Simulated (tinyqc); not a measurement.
Starting guesses with plain Roothaan steps: SCF starting guesses in the sto-6g basis, for BH3, spin multiplicity 1. Computed by the program tinyqc with PySCF. RHF with one setting changed at a time; a run stops when the energy changes by less than 1e-09 hartree and the error matrix is below 1e-5. Starts: the lowest orbitals of the core Hamiltonian, of the Wolfsberg-Helmholz matrix (K = 1.75), projected atomic densities, random orbitals, and the highest orbitals of the core Hamiltonian (a deliberately bad start).

Geometry (angstrom):

| atom | x | y | z |
|---|---|---|---|
| B | 0.0000 | 0.0000 | 0.0260 |
| H | 1.1480 | 0.0000 | 0.0000 |
| H | -0.5740 | 0.9940 | 0.0000 |
| H | -0.5740 | -0.9940 | 0.0000 |

lowest restricted solution found by these runs and by PySCF = -26.330920 hartree

Largest element of the error matrix X^T (FDS - SDF) X:

| iteration | core | Wolfsberg-Helmholz | atomic densities | random | highest core orbitals |
|---|---|---|---|---|---|
| 1 | 8.1e-01 | 2.8e-01 | 6.9e-01 | 5.2e+00 | 2.5e-01 |
| 2 | 1.0e-01 | 3.8e-02 | 1.0e-01 | 3.7e-01 | 5.5e-01 |
| 3 | 4.7e-03 | 5.7e-03 | 1.8e-02 | 4.4e-02 | 3.9e-01 |
| 4 | 5.4e-04 | 1.5e-03 | 4.7e-03 | 7.1e-03 | 4.9e-02 |
| 5 | 1.5e-04 | 3.8e-04 | 1.2e-03 | 3.8e-03 | 9.5e-03 |
| 6 | 4.5e-05 | 9.6e-05 | 3.0e-04 | 2.1e-03 | 2.0e-03 |
| 8 | 3.7e-06 | 6.1e-06 | 1.9e-05 | 6.1e-04 | 1.0e-04 |
| 10 | - | - | - | 1.8e-04 | 1.0e-05 |
| 14 | - | - | - | 1.6e-05 | - |

How each run ends:

| run | iterations | E (hartree) | state |
|---|---|---|---|
| core | 8 | -26.33092 | lowest found |
| Wolfsberg-Helmholz | 9 | -26.33092 | lowest found |
| atomic densities | 9 | -26.33092 | lowest found |
| random | 15 | -26.33092 | lowest found |
| highest core orbitals | 11 | -26.33092 | lowest found |

What does the comparison show, and why?

5 of 5 runs reach the lowest restricted solution found, in 8 to 15 iterations (fastest: core). The first errors are 8e-01, 3e-01, 7e-01, 5e+00, 2e-01; the deliberately bad start has the smallest one, so a small first error does not mark a good start.
